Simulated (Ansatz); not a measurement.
# HOSi: the cost of one run

Computed with Ansatz 0.2.0, Gaussian basis. Level: PBE0-D4/6-31G.

**1. The system as given**

3 atoms, charge 1, spin multiplicity 1.

Atoms are counted from 1 here; the program's logs count them from 0.

Bond lengths: O1–Si2 1.482 Å, Si2–H3 1.449 Å. Angles: O1–Si2–H3 180.0°.

As a file:

| atom | x (Å) | y (Å) | z (Å) |
| --- | --- | --- | --- |
| O1 | -0.7736 | 1.2175 | -0.2876 |
| Si2 | 0.0055 | -0.0091 | 0.0020 |
| H3 | 0.7681 | -1.2084 | 0.2856 |

**2. Dynamics**

Input file md/in.yaml:

```yaml
crystal:
  periodic: [false, false, false]
  atoms:
    - {symbol: O, position_ang: [-0.773570, 1.217480, -0.287600]}
    - {symbol: Si, position_ang: [0.005510, -0.009090, 0.002010]}
    - {symbol: H, position_ang: [0.768070, -1.208390, 0.285590]}
basis:
  gaussian: {orbitals: 6-31G}
total_charge: 1
hamiltonian: {xc: pbe0, dispersion: d4}
md: {n_steps: 40, timestep: 1.0, temperature: 1500, ensemble: nve, seed: 775, initial_velocities: maxwell_boltzmann}
```

On the command line:

```sh
$ ansatz run in.yaml --threads 2 --pin off --events-out ev --progress --plain --max-ram 3481MiB
```

What time and memory should one allow on 2 threads of Intel Xeon at 2.50GHz, shared host?

About 46 s, with a peak of 0.08 GiB.
